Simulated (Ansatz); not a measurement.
**A geometry optimisation of C4H6O2 with r2SCAN-D4/def2-SVP**

The starting geometry of this gas-phase singlet was optimised with GFN2-xTB; its bonds are those of `CC1=C(O)CO1`.

```xyz
12

C     0.3354    0.2523    1.7683
C     0.5255   -0.0626    0.3361
C     1.3789    0.1465   -0.6723
C     0.4838   -0.6627   -1.5691
O     2.5561    0.8051   -0.8472
O    -0.3749   -0.8355   -0.4278
H     0.2760    1.3290    1.9205
H    -0.5884   -0.2097    2.1048
H     1.1659   -0.1311    2.3586
H     2.8377    0.7135   -1.7632
H     0.8709   -1.6191   -1.9232
H    -0.0259   -0.1308   -2.3729
```

Q: Predict what becomes of its bonds when it is optimised with r2SCAN-D4/def2-SVP.

A: It keeps its bonds, and is `CC1=C(O)CO1`.

The energy falls by 0.13 eV over 19 steps:

```tsv
step	E − E(last) (eV)
1	0.134
3	0.093
5	0.093
7	0.092
9	0.089
11	0.051
13	0.007
15	0.002
17	0.000
19	0.000
```

Final geometry (Å):

```xyz
12

C     0.3538    0.2738    1.7269
C     0.5176   -0.0105    0.2906
C     1.4439   -0.0012   -0.6916
C     0.3991   -0.5929   -1.6125
O     2.7792    0.2158   -0.7544
O    -0.5324   -0.5224   -0.4900
H    -0.4604    0.9990    1.8937
H     0.0985   -0.6424    2.2860
H     1.2870    0.6865    2.1347
H     2.9651    0.8201   -1.4865
H     0.5546   -1.6401   -1.9216
H     0.0350    0.0094   -2.4629
```

The end wasn't checked by frequencies. Run with Ansatz 0.2.0, 92 s on 2 threads of Intel(R) Xeon(R) Processor @ 2.50GHz (Skylake/Cascade Lake) (shared host).
